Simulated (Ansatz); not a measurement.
Geometry optimisation, RKS revPBE-D4/def2-SVPD (Ansatz).

input.yaml

```yaml
crystal:
  periodic: [false, false, false]
  atoms:
    - { symbol: Si, position_ang: [-0.433289, -0.155432, -0.367619] }
    - { symbol: H, position_ang: [0.101347, 0.710919, 2.098309] }
    - { symbol: H, position_ang: [0.812632, -0.777056, 0.190222] }
    - { symbol: H, position_ang: [-0.239827, 1.327886, -0.492128] }
    - { symbol: H, position_ang: [-0.704117, -0.740734, -1.731239] }
    - { symbol: O, position_ang: [-1.760143, -0.485692, 0.630545] }
    - { symbol: H, position_ang: [-2.470172, -0.99484, 0.206596] }
    - { symbol: H, position_ang: [-0.568631, 0.485248, 2.229114] }
basis:
  gaussian: { orbitals: def2-SVPD }
hamiltonian:
  xc: revpbe
  dispersion: d4
relax:
  f_tol: 0.03
  max_steps: 50
output:
  orbitals: {}
```

Run as:

```bash
$ ansatz run input.yaml --threads 2 --pin off --max-ram 3072MiB --backend cpu --events-out ev --progress --plain --runs-dir out
```

**Question.** Where does it end, and by what steps?

**Answer.** The run converged. After 16 steps the energy has fallen by 0.148 eV; H2 moved furthest, 0.76 Å.

```tsv
step	energy less start (eV)	largest force component (eV/Å)	accepted
0	0.0000	1.684	yes
1	-0.0982	0.211	yes
2	-0.1244	0.074	yes
3	-0.1140	0.362	no
4	-0.1273	0.063	yes
5	-0.1306	0.041	yes
6	-0.1317	0.063	yes
7	-0.1027	0.965	no
8	-0.1338	0.148	yes
9	-0.1340	0.257	yes
10	-0.1416	0.136	yes
11	-0.1410	0.464	no
12	-0.1449	0.184	yes
13	-0.1470	0.101	yes
14	-0.1473	0.055	yes
15	-0.1383	0.271	no
16	-0.1476	0.006	yes
```

```xyz
8
Properties=species:S:1:pos:R:3
Si -0.485 -0.212 -0.619
H 0.122 0.954 2.814
H 0.655 -1.020 -0.058
H -0.147 1.245 -0.603
H -0.754 -0.675 -2.027
O -1.879 -0.354 0.349
H -2.262 -1.243 0.421
H -0.511 0.676 2.487
```

The run took 18 s on 2 threads of Arm Neoverse V2 (shared host), peak memory 0.15 GiB.
